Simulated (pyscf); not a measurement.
**Concerted fragmentation: `[CH3][C]([F])([F])[Cl]` + `[F]` [doublet] → `[CH2]=[C]([F])[F]` + `[FH]` + `[Cl]` [doublet]**

Gas phase, doublet surface, charge 0. Bonds broken: C1–H6, C2–Cl9. Bonds formed: F3–H6. Single points on ωB97X-D3(BJ)/def2-SVP structures (PySCF, gas phase).

Transition state (Å):

```xyz
9

C     -0.9840    -0.2438     0.7838
C     -0.4791     0.2193    -0.4547
F      0.7285     0.9276     2.2456
F     -1.0373     1.1848    -1.1017
F      0.2307    -0.5294    -1.2280
H     -0.2208     0.2669     1.6148
H     -0.8751    -1.3290     0.8884
H     -1.9813     0.1588     0.9927
Cl     1.4116     1.5561     0.2953
```

One imaginary mode, 985i cm⁻¹; descent along it reached the two sides named, in the forms told below.

```
bond    change  reactant side (Å)  saddle  product side
------  ------  -----------------  ------  ------------
C1–H6   breaks              1.096   1.238         2.059
C2–Cl9  breaks              1.811   2.434           3.3
F3–H6    forms              2.342   1.317         0.936
```

Electronic energies relative to the separated reactants (eV):

```json
[
 {"level": "ωB97X-D3(BJ)/def2-TZVP", "barrier": "0.91", "reaction energy": "-0.09", "reverse barrier": "1.00"},
 {"level": "PBE/def2-TZVP", "barrier": "-0.14", "reaction energy": "-0.39", "reverse barrier": "0.24"},
 {"level": "r²SCAN/def2-TZVP", "barrier": "0.26", "reaction energy": "-0.12", "reverse barrier": "0.38"},
 {"level": "B3LYP-D3(BJ)/def2-TZVP", "barrier": "0.41", "reaction energy": "-0.35", "reverse barrier": "0.76"},
 {"level": "PBE0-D3(BJ)/def2-TZVP", "barrier": "0.63", "reaction energy": "-0.08", "reverse barrier": "0.71"},
 {"level": "M06-2X/def2-TZVP", "barrier": "0.97", "reaction energy": "-0.24", "reverse barrier": "1.20"},
 {"level": "ωB97M-D3(BJ)/def2-TZVP", "barrier": "0.84", "reaction energy": "-0.22", "reverse barrier": "1.06"},
 {"level": "HF/def2-TZVP", "barrier": "2.83", "reaction energy": "+0.13", "reverse barrier": "2.70"}
]
```

With ωB97M-D3(BJ)/def2-TZVP energies and thermal terms (ideal gas, 1 atm, RRHO with modes under 100 cm⁻¹ raised to 100, one conformer, R ln 2 for chiral ones without a mode under 150 cm⁻¹), in eV:

| T (K) | ΔH‡ | ΔG‡ | ΔH | ΔG |
|---|---|---|---|---|
| 298 | 0.71 | 1.05 | -0.30 | -0.73 |
| 600 | 0.70 | 1.41 | -0.30 | -1.18 |
| 900 | 0.70 | 1.76 | -0.32 | -1.61 |
| 1200 | 0.71 | 2.11 | -0.35 | -2.04 |

On the reactant side the descent ends in what is likely a three-electron adduct, which functionals tend to overbind (not fully relaxed), 0.31 eV under the separated species and 1.22 eV under the saddle at ωB97X-D3(BJ)/def2-TZVP. On the product side the descent ends in what is likely a three-electron adduct, which functionals tend to overbind, 0.28 eV under the separated species and 1.27 eV under the saddle at ωB97X-D3(BJ)/def2-TZVP. At PBE the saddle lies under the separated reactants, which points to a path from their complex (located at ωB97X-D3(BJ) alone). This saddle turned up in a search for another step; its sides and bond changes are read from the two ends of the descent. This is the saddle that the search found; another between the same sides may lie lower. Left out: orbital degeneracy and the spin-orbit lowering of Cl, F.
